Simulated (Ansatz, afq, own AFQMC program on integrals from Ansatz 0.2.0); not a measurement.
# CHSi (quartet): AFQMC on the coupled-cluster ladder, cc-pVDZ

Aim: compute CHSi (quartet) with auxiliary-field quantum Monte Carlo on the same integrals as coupled cluster, and set the energies side by side.

Computed with Ansatz 0.2.0, Gaussian basis, and an in-house AFQMC program (afq) on its integrals; all values are calculated. Level: cc-pVDZ, frozen cores.

The runs, in order: PBE (unrestricted); r2SCAN (unrestricted); PBE0 (unrestricted); B3LYP (unrestricted); wB97M-V (unrestricted); B2PLYP (unrestricted); CCSD(T) on ROHF; CCSDT(Q) on ROHF; CCSDTQ on ROHF; Phaseless AFQMC, CISD trial on ROHF; Phaseless AFQMC, single-determinant trial on ROHF; Free-projection AFQMC, CISD trial on ROHF; CCSD(T) on UHF; CCSDT(Q) on UHF; CCSDTQ on UHF; CCSD(T) on UHF; Phaseless AFQMC, CISD trial on UHF; Phaseless AFQMC, single-determinant trial on UHF; Free-projection AFQMC, CISD trial on UHF.

2 further runs of the same task are left out: 2 that didn't finish.

**1. What is computed**

The geometry is a PBE0/def2-TZVP stationary point (not a proven minimum).

3 atoms, charge 0, spin multiplicity 4.

Atoms are counted from 1 here; the program's logs count them from 0.

Bond lengths: Si1–C2 1.840 Å, Si1–H3 1.533 Å. Angles: C2–Si1–H3 97.9°.

**2. PBE (unrestricted)**

Contents of in.yaml:

```yaml
crystal:
  periodic: [false, false, false]
  atoms:
    - {symbol: Si, position_ang: [0.000000, -0.083231, 0.527232]}
    - {symbol: C, position_ang: [0.000000, 0.076222, -1.305753]}
    - {symbol: H, position_ang: [0.000000, 1.410897, 0.868536]}
basis:
  gaussian: {orbitals: cc-pVDZ}
magnetization: {spin_polarized: true, initial_magnetization: 3}
hamiltonian: {xc: {name: PBE}}
output: {orbitals: {seedname: orbitals}}
```

Started as:

```console
ansatz run in.yaml --threads 1 --pin off --events-out ev --progress --plain --max-ram 5632MiB --backend cpu
```

Standard output, cut to the lines that bear on the results:

```text
Functional definition: PBE
  name "PBE"
  cite "Perdew, Burke & Ernzerhof, Phys. Rev. Lett. 77, 3865 (1996) doi:10.1103/PhysRevLett.77.3865"
  parent pbe
[...]
361 factors; integrals over basis functions are off by at most 1.1e-3 eV
[...]
mean field -8918.33025490 eV, -327.7425918061 hartree, gradient 2.8e-5 eV, S^2 3.754926; 7 other end points of the search recorded, 0 dependent functions left out
reference -8918.33028069 eV, -327.7425927539 hartree; 12, 9 occupied and 25, 28 virtual orbitals, 361 factors
Total energy: -8918.33028069 eV, -327.7425927539 hartree
```

It took 1.4 s on 1 thread of AMD EPYC 7R13 (Zen 3), shared host; peak memory 0.72 GiB.

From the report: ⟨S²⟩ of the determinant 3.755 (pure quartet: 3.75).

**3. r2SCAN (unrestricted)**

in.yaml: that of step 2 with these lines changed.

```diff
@@ -9,3 +9,2 @@
 magnetization: {spin_polarized: true, initial_magnetization: 3}
-hamiltonian: {xc: {name: PBE}}
-output: {orbitals: {seedname: orbitals}}
+hamiltonian: {xc: {name: r2SCAN}}
```

Same command.

Standard output, cut to the lines that bear on the results:

```text
Functional definition: r2SCAN
  name "r2SCAN"
  cite "Furness, Kaplan, Ning, Perdew & Sun, J. Phys. Chem. Lett. 11, 8208 (2020) doi:10.1021/acs.jpclett.0c02405"
  cite "Furness, Kaplan, Ning, Perdew & Sun, J. Phys. Chem. Lett. 11, 9248 (2020) doi:10.1021/acs.jpclett.0c03077"
  parent r2scan
[...]
361 factors; integrals over basis functions are off by at most 1.1e-3 eV
[...]
mean field -8922.51824666 eV, -327.8964976645 hartree, gradient 1.6e-5 eV, S^2 3.761798; 1 other end points of the search recorded, 0 dependent functions left out
reference -8922.51825476 eV, -327.8964979622 hartree; 12, 9 occupied and 25, 28 virtual orbitals, 361 factors
Total energy: -8922.51825476 eV, -327.8964979622 hartree
```

Run time: 1.2 s. Hardware: 1 thread of AMD EPYC 7R13 (Zen 3), shared host; peak memory 0.72 GiB.

From the report: ⟨S²⟩ of the determinant 3.762 (pure quartet: 3.75).

**4. PBE0 (unrestricted)**

in.yaml: that of step 3 with these lines changed.

```diff
@@ -9,2 +9,3 @@
 magnetization: {spin_polarized: true, initial_magnetization: 3}
-hamiltonian: {xc: {name: r2SCAN}}
+hamiltonian: {xc: {name: PBE0}}
+output: {orbitals: {seedname: orbitals}}
```

Launched as before.

Standard output, cut to the lines that bear on the results:

```text
Functional definition: PBE0
  name "PBE0"
  cite "Adamo & Barone, J. Chem. Phys. 110, 6158 (1999) doi:10.1063/1.478522"
  cite "Perdew, Burke & Ernzerhof, Phys. Rev. Lett. 77, 3865 (1996) doi:10.1103/PhysRevLett.77.3865"
  parent pbe
[...]
361 factors; integrals over basis functions are off by at most 1.1e-3 eV
[...]
mean field -8919.15072475 eV, -327.7727435170 hartree, gradient 1.6e-5 eV, S^2 3.759488; 1 other end points of the search recorded, 0 dependent functions left out
reference -8919.15074397 eV, -327.7727442234 hartree; 12, 9 occupied and 25, 28 virtual orbitals, 361 factors
Total energy: -8919.15074397 eV, -327.7727442234 hartree
```

Run time: 0.82 s. Hardware: 1 thread of AMD EPYC 7R13 (Zen 3), shared host; peak memory 0.72 GiB.

From the report: ⟨S²⟩ of the determinant 3.759 (pure quartet: 3.75).

**5. B3LYP (unrestricted)**

in.yaml: that of step 4 with these lines changed.

```diff
@@ -9,3 +9,2 @@
 magnetization: {spin_polarized: true, initial_magnetization: 3}
-hamiltonian: {xc: {name: PBE0}}
-output: {orbitals: {seedname: orbitals}}
+hamiltonian: {xc: {name: B3LYP}}
```

Same command.

Standard output, cut to the lines that bear on the results:

```text
Functional definition: B3LYP
  name "B3LYP"
  cite "Stephens, Devlin, Chabalowski & Frisch, J. Phys. Chem. 98, 11623 (1994) doi:10.1021/j100096a001"
  cite "Becke, Phys. Rev. A 38, 3098 (1988) doi:10.1103/PhysRevA.38.3098"
  cite "Lee, Yang & Parr, Phys. Rev. B 37, 785 (1988) doi:10.1103/PhysRevB.37.785"
  cite "Vosko, Wilk & Nusair, Can. J. Phys. 58, 1200 (1980) doi:10.1139/p80-159"
[...]
361 factors; integrals over basis functions are off by at most 1.1e-3 eV
[...]
mean field -8924.37568469 eV, -327.9647572532 hartree, gradient 1.3e-5 eV, S^2 3.758014; 1 other end points of the search recorded, 0 dependent functions left out
reference -8924.37586140 eV, -327.9647637471 hartree; 12, 9 occupied and 25, 28 virtual orbitals, 361 factors
Total energy: -8924.37586140 eV, -327.9647637471 hartree
```

Wall time 0.79 s (1 thread of AMD EPYC 7R13 (Zen 3), shared host); peak memory 0.72 GiB.

From the report: ⟨S²⟩ of the determinant 3.758 (pure quartet: 3.75).

**6. wB97M-V (unrestricted)**

in.yaml: that of step 5 with these lines changed.

```diff
@@ -9,2 +9,3 @@
 magnetization: {spin_polarized: true, initial_magnetization: 3}
-hamiltonian: {xc: {name: B3LYP}}
+hamiltonian: {xc: {name: wB97M-V}}
+output: {orbitals: {seedname: orbitals}}
```

Launched as before.

Standard output, cut to the lines that bear on the results:

```text
Functional definition: wB97M-V
  name "wB97M-V"
  cite "Mardirossian & Head-Gordon, J. Chem. Phys. 144, 214110 (2016) doi:10.1063/1.4952647"
  cite "Becke, J. Chem. Phys. 107, 8554 (1997) doi:10.1063/1.475007"
  cite "Vydrov & Van Voorhis, J. Chem. Phys. 133, 244103 (2010) doi:10.1063/1.3521275"
  # Of w^i u^j: cxij and so on, Table III.
[...]
  gx(w, u) = 1 - cx + cx01*u + cx10*w
[...]
361 factors; integrals over basis functions are off by at most 1.1e-3 eV
122 factors; integrals over basis functions are off by at most 1.6e-5 eV
[...]
mean field -8922.82482301 eV, -327.9077641376 hartree, gradient 2.9e-5 eV, S^2 3.756597; 1 other end points of the search recorded, 0 dependent functions left out
reference -8922.82485146 eV, -327.9077651832 hartree; 12, 9 occupied and 25, 28 virtual orbitals, 361 factors
Total energy: -8922.82485146 eV, -327.9077651832 hartree
```

It took 3 s on 1 thread of AMD EPYC 7R13 (Zen 3), shared host; peak memory 0.72 GiB.

From the report: ⟨S²⟩ of the determinant 3.757 (pure quartet: 3.75).

**7. B2PLYP (unrestricted)**

in.yaml: that of step 6 with these lines changed.

```diff
@@ -9,3 +9,3 @@
 magnetization: {spin_polarized: true, initial_magnetization: 3}
-hamiltonian: {xc: {name: wB97M-V}}
-output: {orbitals: {seedname: orbitals}}
+hamiltonian: {xc: {name: B2PLYP}}
+correlation: {electrons: outside_noble_gas}
```

The command is unchanged.

Standard output, cut to the lines that bear on the results:

```text
Functional definition: B2PLYP
  name "B2PLYP"
  cite "Grimme, J. Chem. Phys. 124, 034108 (2006) doi:10.1063/1.2148954"
  cite "Becke, Phys. Rev. A 38, 3098 (1988) doi:10.1103/PhysRevA.38.3098"
  cite "Lee, Yang & Parr, Phys. Rev. B 37, 785 (1988) doi:10.1103/PhysRevB.37.785"
[...]
361 factors; integrals over basis functions are off by at most 1.1e-3 eV
[...]
mean field -8917.83981085 eV, -327.7245683197 hartree, gradient 7.3e-6 eV, S^2 3.764543; 2 other end points of the search recorded, 0 dependent functions left out
6 core orbitals not correlated: weight in the atoms' cores, before any rotation towards them, 1.000 or more for the frozen orbitals, at most 0.000 for the correlated occupied ones
reference -8917.83992291 eV, -327.7245724379 hartree; 6, 3 occupied and 25, 28 virtual orbitals, 361 factors
second order -5.15354035 eV of doubles, -0.00000000 eV of singles
Total energy: -8919.23137880 eV, -327.7757074989 hartree
```

Wall time 1.2 s (1 thread of AMD EPYC 7R13 (Zen 3), shared host); peak memory 0.72 GiB.

From the report: ⟨S²⟩ of the determinant 3.765 (pure quartet: 3.75).

**8. CCSD(T) on ROHF**

in.yaml: that of step 7 with these lines changed.

```diff
@@ -8,4 +8,3 @@
   gaussian: {orbitals: cc-pVDZ}
-magnetization: {spin_polarized: true, initial_magnetization: 3}
-hamiltonian: {xc: {name: B2PLYP}}
-correlation: {electrons: outside_noble_gas}
+magnetization: {spin_polarized: false, initial_magnetization: 3}
+correlation: {method: ccsd_t, electrons: outside_noble_gas, hamiltonian_folder: ham}
```

Started as:

```console
ansatz run in.yaml --threads 1 --pin off --events-out ev --progress --plain --max-ram 16896MiB --backend cuda --devices 0, --max-vram 18GiB
```

Standard output, cut to the lines that bear on the results:

```text
Functional definition: HF
  name "HF"
  cite "Fock, Z. Phys. 61, 126 (1930) doi:10.1007/BF01340294"
  parent pbe
[...]
361 factors; integrals over basis functions are off by at most 1.1e-3 eV
[...]
mean field -8903.26397520 eV, -327.1889162395 hartree, gradient 3.8e-6 eV, S^2 3.750000; 11 other end points of the search recorded, 0 dependent functions left out
[...]
reference -8903.26397520 eV, -327.1889162395 hartree; 6, 3 occupied and 25, 28 virtual orbitals, 361 factors
second order -3.77765737 eV of doubles, -0.04466877 eV of singles
cycle   1  -4.92672135 eV  change    3.2e-4 eV  update   4.0e-3
[...]
cycle  11  -4.93349498 eV  change   -2.8e-6 eV  update   1.9e-6
perturbative correction -0.17041128 eV, -0.0062624992 hartree
Total energy: -8908.36788146 eV, -327.3764813351 hartree
```

It took 12 s on 1 × NVIDIA H100 80GB HBM3 with 1 thread of AMD EPYC 7R13 (Zen 3), shared host; peak host memory 0.77 GiB.

From the report: correlation -5.1039 eV; T1 0.055; largest double amplitude 0.09.

This run also writes the integrals to the folder ham.

**9. CCSDT(Q) on ROHF**

in.yaml: that of step 8 with these lines changed.

```diff
@@ -9,2 +9,2 @@
 magnetization: {spin_polarized: false, initial_magnetization: 3}
-correlation: {method: ccsd_t, electrons: outside_noble_gas, hamiltonian_folder: ham}
+correlation: {method: ccsdt_q, electrons: outside_noble_gas}
```

The command is unchanged.

Standard output, cut to the lines that bear on the results:

```text
Functional definition: HF
  name "HF"
  cite "Fock, Z. Phys. 61, 126 (1930) doi:10.1007/BF01340294"
  parent pbe
[...]
699 factors; integrals over basis functions are off by at most 2.3e-7 eV
[...]
mean field -8903.26402365 eV, -327.1889180199 hartree, gradient 3.8e-6 eV, S^2 3.750000; 11 other end points of the search recorded, 0 dependent functions left out
[...]
reference -8903.26402365 eV, -327.1889180199 hartree; 6, 3 occupied and 25, 28 virtual orbitals, 699 factors
second order -3.77768111 eV of doubles, -0.04466936 eV of singles
cycle   1  -4.50482648 eV  change   -6.8e-1 eV  update   9.0e-2
[...]
cycle  25  -5.15869990 eV  change    7.1e-7 eV  update   3.0e-7
perturbative correction -0.01203709 eV, -0.0004423550 hartree
Total energy: -8908.43476064 eV, -327.3789390996 hartree
```

Wall time 14 s (1 × NVIDIA H100 80GB HBM3 with 1 thread of AMD EPYC 7R13 (Zen 3), shared host); peak host memory 0.82 GiB.

From the report: correlation -5.1707 eV; T1 0.064; largest double amplitude 0.13.

**10. CCSDTQ on ROHF**

in.yaml: that of step 9 with these lines changed.

```diff
@@ -9,2 +9,2 @@
 magnetization: {spin_polarized: false, initial_magnetization: 3}
-correlation: {method: ccsdt_q, electrons: outside_noble_gas}
+correlation: {method: ccsdtq, electrons: outside_noble_gas}
```

The command is unchanged.

Standard output, cut to the lines that bear on the results:

```text
Functional definition: HF
  name "HF"
  cite "Fock, Z. Phys. 61, 126 (1930) doi:10.1007/BF01340294"
  parent pbe
[...]
699 factors; integrals over basis functions are off by at most 2.3e-7 eV
[...]
mean field -8903.26402365 eV, -327.1889180199 hartree, gradient 3.8e-6 eV, S^2 3.750000; 11 other end points of the search recorded, 0 dependent functions left out
[...]
6 core orbitals not correlated: weight in the atoms' cores, before any rotation towards them, 1.000 or more for the frozen orbitals, at most 0.000 for the correlated occupied ones
reference -8903.26402365 eV, -327.1889180199 hartree; 6, 3 occupied and 25, 28 virtual orbitals, 699 factors
second order -3.77768111 eV of doubles, -0.04466936 eV of singles
cycle   1  -4.50482648 eV  change   -6.8e-1 eV  update   9.0e-2
[...]
cycle  26  -5.17174517 eV  change   -1.8e-7 eV  update   2.6e-7
Total energy: -8908.43576882 eV, -327.3789761495 hartree
```

It took 68 s on 1 × NVIDIA H100 80GB HBM3 with 1 thread of AMD EPYC 7R13 (Zen 3), shared host; peak host memory 0.86 GiB.

From the report: correlation -5.1717 eV; T1 0.065; largest double amplitude 0.13.

**11. Phaseless AFQMC, CISD trial on ROHF**

It reads the integrals that the CCSD(T) run on this determinant wrote.

Started as:

```console
afq ham --method phaseless --trial cisd --walkers 4000 --populations 20 --least-time 60 --time-step 0.005 --steps-per-block 50 --equilibration-blocks 28 --max-blocks 4000 --target-error 0.00018 --factor-cut 1e-05 --start spin_pure --seed 9079 --release-times 0.24,0.51,0.99,1.62,2.4 --release-step 0.03 --release-every 3 --taylor-order 6
```

Standard output:

```text
orbitals 31  electrons 6 3  factors 228 of 361
reference energy -327.18891624 Eh
CCSD correlation -0.18130262 Eh in 16 cycles, weight of the determinant in the CISD state 0.8327
energy of the start -327.370218 Eh
 block  time / (1/Eh)  mean weight  energy / Eh
     1     0.250  0.9997  -327.368275
     2     0.500  1.0000  -327.369110
     3     0.750  0.9998  -327.370487
     4     1.000  0.9998  -327.371820
     5     1.250  1.0000  -327.372672
     6     1.500  1.0000  -327.373571
     7     1.750  1.0001  -327.374406
     8     2.000  1.0000  -327.375004
     9     2.250  1.0000  -327.375322
    10     2.500  0.9999  -327.375541
    11     2.750  1.0000  -327.376223
    12     3.000  0.9997  -327.376348
    13     3.250  0.9998  -327.376404
    14     3.500  1.0002  -327.376596
    15     3.750  1.0000  -327.376678
    16     4.000  1.0001  -327.376804
    17     4.250  0.9999  -327.376852
    18     4.500  0.9998  -327.376662
    19     4.750  1.0001  -327.376893
    20     5.000  1.0002  -327.376610
    21     5.250  1.0000  -327.377631
    22     5.500  0.9998  -327.377434
    23     5.750  1.0001  -327.377489
    24     6.000  0.9998  -327.376968
    25     6.250  1.0003  -327.377440
    26     6.500  1.0001  -327.377784
    27     6.750  1.0001  -327.377781
    28     7.000  1.0001  -327.377161
    29     7.250  1.0001  -327.377123
    30     7.500  0.9996  -327.377232
    31     7.750  0.9999  -327.377150
    32     8.000  0.9998  -327.377349
    33     8.250  1.0002  -327.378014
    34     8.500  1.0000  -327.377843
    35     8.750  1.0001  -327.377968
    36     9.000  0.9999  -327.376941
    37     9.250  1.0001  -327.376819
    38     9.500  1.0000  -327.377397
    39     9.750  1.0004  -327.377128
    40    10.000  1.0000  -327.377105
    41    10.250  1.0000  -327.377730
    42    10.500  1.0001  -327.378138
    43    10.750  0.9999  -327.378161
    44    11.000  0.9999  -327.378485
    45    11.250  1.0000  -327.377941
    46    11.500  0.9998  -327.378056
    47    11.750  0.9997  -327.377813
    48    12.000  1.0000  -327.377598
    49    12.250  1.0001  -327.377185
    50    12.500  1.0000  -327.377431
    51    12.750  1.0000  -327.377232
    52    13.000  0.9999  -327.377871
    53    13.250  0.9998  -327.377449
    54    13.500  0.9999  -327.378233
    55    13.750  1.0002  -327.377971
    56    14.000  1.0002  -327.377258
    57    14.250  1.0000  -327.377759
    58    14.500  0.9999  -327.377587
    59    14.750  1.0001  -327.377956
    60    15.000  0.9999  -327.377821
    61    15.250  0.9999  -327.377638
    62    15.500  1.0002  -327.377412
    63    15.750  0.9999  -327.377572
    64    16.000  1.0003  -327.377841
    65    16.250  0.9998  -327.378234
    66    16.500  0.9998  -327.378470
    67    16.750  0.9999  -327.378386
    68    17.000  1.0001  -327.378829
    69    17.250  1.0000  -327.379312
    70    17.500  0.9999  -327.379288
    71    17.750  0.9996  -327.379439
    72    18.000  0.9997  -327.378577
    73    18.250  1.0000  -327.378771
    74    18.500  0.9997  -327.378424
    75    18.750  1.0000  -327.378070
    76    19.000  1.0002  -327.377926
    77    19.250  0.9998  -327.378619
    78    19.500  0.9999  -327.378190
error from the spread of 20 populations
released: time / (1/Eh)  energy / Eh  error  mean overlap
  0.24  -327.378063  0.000139  0.9978
  0.51  -327.378276  0.000139  0.9961
  0.99  -327.378210  0.000115  1.0041
  1.62  -327.378396  0.000139  1.0020
  2.40  -327.378437  0.000172  1.0058
energy -327.377895 +/- 0.000146 Eh
```

Run time: 46 s. Hardware: 1 × NVIDIA H100 80GB HBM3 with 2 threads of AMD EPYC 7R13 (Zen 3), shared host; peak host memory 1.5 GiB.

Energy -8908.4063 ± 0.0040 eV. Caveats: constraint bias not in the error.

**12. Phaseless AFQMC, single-determinant trial on ROHF**

It reads the integrals that the CCSD(T) run on this determinant wrote.

Started as:

```console
afq ham --method phaseless --trial hf --walkers 4000 --populations 20 --least-time 40 --time-step 0.005 --steps-per-block 20 --equilibration-blocks 112 --max-blocks 4000 --target-error 0.0009000000000000001 --factor-cut 1e-05 --start spin_pure --seed 1899 --taylor-order 6
```

Standard output:

```text
orbitals 31  electrons 6 3  factors 228 of 361
reference energy -327.18891624 Eh
CCSD correlation -0.18130262 Eh in 16 cycles, weight of the determinant in the CISD state 0.8327
energy of the start -327.188921 Eh
 block  time / (1/Eh)  mean weight  energy / Eh
     1     0.100  1.0008  -327.217937
     2     0.200  1.0008  -327.241769
     3     0.300  1.0010  -327.260678
     4     0.400  1.0009  -327.276911
     5     0.500  1.0011  -327.289836
     6     0.600  1.0008  -327.300723
     7     0.700  1.0008  -327.310500
     8     0.800  1.0006  -327.316887
     9     0.900  1.0002  -327.322869
    10     1.000  1.0004  -327.329475
    11     1.100  1.0003  -327.335609
    16     1.600  1.0005  -327.351038
    21     2.100  1.0000  -327.356232
    26     2.600  1.0001  -327.363936
    31     3.100  1.0002  -327.367198
    36     3.600  1.0000  -327.367334
    41     4.100  0.9999  -327.366232
    46     4.600  1.0002  -327.369680
    51     5.100  1.0003  -327.370088
    56     5.600  1.0000  -327.370470
    61     6.100  1.0000  -327.374655
    66     6.600  1.0001  -327.374475
    71     7.100  1.0000  -327.380409
    76     7.600  1.0000  -327.376586
    81     8.100  1.0001  -327.376975
    86     8.600  1.0001  -327.376438
    91     9.100  1.0000  -327.377018
    96     9.600  1.0001  -327.378639
   101    10.100  0.9997  -327.373246
   106    10.600  0.9999  -327.378743
   111    11.100  1.0000  -327.379318
   116    11.600  0.9997  -327.375659
   121    12.100  1.0001  -327.374098
   126    12.600  0.9999  -327.373350
   131    13.100  1.0003  -327.374256
   136    13.600  1.0001  -327.372640
   141    14.100  0.9999  -327.379395
   146    14.600  0.9998  -327.375974
   151    15.100  1.0000  -327.371886
   156    15.600  1.0000  -327.373192
   161    16.100  1.0001  -327.370773
   166    16.600  1.0000  -327.377185
   171    17.100  1.0001  -327.378816
   176    17.600  1.0003  -327.379030
   181    18.100  0.9999  -327.378161
   186    18.600  1.0000  -327.379911
   191    19.100  1.0003  -327.377748
   196    19.600  0.9997  -327.376182
   201    20.100  0.9997  -327.377964
error from the spread of 20 populations
energy -327.376166 +/- 0.000851 Eh
```

Run time: 36 s. Hardware: 1 × NVIDIA H100 80GB HBM3 with 2 threads of AMD EPYC 7R13 (Zen 3), shared host; peak host memory 1.5 GiB.

Energy -8908.3593 ± 0.0232 eV. Caveats: constraint bias not in the error.

**13. Free-projection AFQMC, CISD trial on ROHF**

It reads the integrals that the CCSD(T) run on this determinant wrote.

Started as:

```console
afq ham --method free --trial cisd --walkers 4000 --time-step 0.03 --max-blocks 4000 --target-error 0.00036 --factor-cut 1e-05 --seed 4576 --times 0,0.3,0.6,1.2,1.8,2.4,3.6,4.8,6 --taylor-order 8
```

Standard output:

```text
orbitals 31  electrons 6 3  factors 228 of 361
reference energy -327.18891624 Eh
CCSD correlation -0.18130262 Eh in 16 cycles, weight of the determinant in the CISD state 0.8327
repeat  energy at the last time / Eh  error
    10  -327.379101  0.000348
    20  -327.378954  0.000219
    30  -327.378778  0.000189
time / (1/Eh)  energy / Eh  error  mean overlap
  0.00  -327.370236  0.000023  1.2009
  0.30  -327.373973  0.000039  1.2016
  0.60  -327.375846  0.000038  1.2009
  1.20  -327.377325  0.000049  1.2049
  1.80  -327.377988  0.000054  1.2059
  2.40  -327.378137  0.000074  1.2126
  3.60  -327.378620  0.000090  1.2136
  4.80  -327.378484  0.000166  1.2317
  6.00  -327.378774  0.000183  1.2404
energy -327.378774 +/- 0.000183 Eh
```

Run time: 48 s. Hardware: 1 × NVIDIA H100 80GB HBM3 with 2 threads of AMD EPYC 7R13 (Zen 3), shared host; peak host memory 1.5 GiB.

Energy -8908.4303 ± 0.0050 eV. Caveats: remainder of the start not in the error.

(Part 1 of 2 ends here.)
